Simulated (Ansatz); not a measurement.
# AlSiH (triplet): wave-function methods side by side at angle Si1–Al2–H3 = 123.0°, 6-31G

Aim: climb from Hartree-Fock through coupled cluster and multireference methods for AlSiH (triplet) at one geometry and basis, and see what each rung misses.

Program: Ansatz 0.2.0, Gaussian basis. Level of theory: 6-31G, core rule «outside noble gas», up to 10 orbitals frozen. These are calculated values, not measurements.

To be run: UHF; CCSD(T) on ROHF; CCSD(T) on UHF; BCCD(T) on ROHF; CISD; CCSDT(Q) on ROHF; CCSDT(Q) on UHF; CCSDTQ on ROHF; CCSDTQ on UHF; CASSCF and MRCISD+Q, 4 electrons in 4 orbitals; CASSCF and NEVPT2, 4 electrons in 4 orbitals; CASSCF and MRCISD+Q, 8 electrons in 9 orbitals; CASSCF and NEVPT2, 8 electrons in 9 orbitals; Full CI.

14 further runs of the same task are left out: 1 for a mislabelled method, 11 that didn't finish, 2 set aside as unsound or not needed.

### Step 1. What is computed

The geometry derives from a PBE0/def2-TZVP stationary point (not a proven minimum). One angle is set to the value named; bond lengths are kept.

3 atoms, charge 0, spin multiplicity 3.

Atoms are counted from 1 here; the program's logs count them from 0.

Bond lengths: Si1–Al2 2.333 Å, Al2–H3 1.599 Å. Angles: Si1–Al2–H3 123.0°.

Geometry (Å):

```xyz
3
AlHSi
Si    0.5421    0.0000    1.0488
Al   -0.5714    0.0000   -1.0018
H     0.1915    0.0000   -2.4070
```

### Step 2. UHF

in.yaml reads:

```yaml
crystal:
  periodic: [false, false, false]
  atoms:
    - {symbol: Si, position_ang: [0.542051, 0.000000, 1.048846]}
    - {symbol: Al, position_ang: [-0.571384, 0.000000, -1.001844]}
    - {symbol: H, position_ang: [0.191529, 0.000000, -2.406955]}
basis:
  gaussian: {orbitals: 6-31G}
magnetization: {spin_polarized: true, initial_magnetization: 2}
hamiltonian: {xc: hf}
output: {orbitals: {seedname: orbitals}}
```

Run with:

```sh
$ ansatz run in.yaml --threads 1 --pin off --events-out ev --progress --plain --max-ram 2393MiB
```

After this run come: CCSD(T) on ROHF; CCSD(T) on UHF; BCCD(T) on ROHF; CISD; CCSDT(Q) on ROHF; CCSDT(Q) on UHF; CCSDTQ on ROHF; CCSDTQ on UHF; CASSCF and MRCISD+Q, 4 electrons in 4 orbitals; CASSCF and NEVPT2, 4 electrons in 4 orbitals; CASSCF and MRCISD+Q, 8 electrons in 9 orbitals; CASSCF and NEVPT2, 8 electrons in 9 orbitals; Full CI.

Q: Predict the results of all the runs planned. Wanted: FCI below the RHF energy; RMP2 from FCI; UMP2 from FCI; RCCSD from FCI; RCCSD(T) from FCI; UCCSD(T) from FCI; RCCSDT(Q) from FCI; UCCSDT(Q) from FCI; NEVPT2 pair from FCI.

The runs gave:

```
                         quantity                                                                                     value
         FCI below the RHF energy                                                                                -2.6310 eV
                    RMP2 from FCI                                                                           +18.87 kcal/mol
                    UMP2 from FCI                                                                           +23.31 kcal/mol
                   RCCSD from FCI                                                                            +3.23 kcal/mol
                RCCSD(T) from FCI                                                                            +1.07 kcal/mol
                UCCSD(T) from FCI                                                                            +1.26 kcal/mol
               RCCSDT(Q) from FCI                                                                            +0.05 kcal/mol
               UCCSDT(Q) from FCI                                                                            -0.01 kcal/mol
             NEVPT2 pair from FCI                                                                           +15.20 kcal/mol
           MRCISD+Q pair from FCI                                                                            +1.30 kcal/mol
          NEVPT2 valence from FCI                                                                            +4.71 kcal/mol
levels within 1 kcal/mol (43 meV)  RCCSDT, UCCSDT, RCCSDT(Q), UCCSDT(Q), RCCSDTQ, UCCSDTQ, MRCISD valence, MRCISD+Q valence
                    T1 diagnostic                                                                                     0.041
   effectively unpaired electrons                                                                                      2.17
```

**Reading.** RCCSD(T) misses by +1.07 kcal/mol, 1.8 % of the correlation energy. The occupations are near whole numbers, but T1 = 0.041 shows that the orbitals relax strongly. Of the multireference levels listed MRCISD+Q valence comes nearest in total energy (+0.13 kcal/mol), which doesn't show that its space is the better one. Coupled cluster took another determinant than the lowest Hartree-Fock one. These misses are within one basis, not against nature; the frozen cores of restricted and unrestricted runs differ, which can shift their rows.
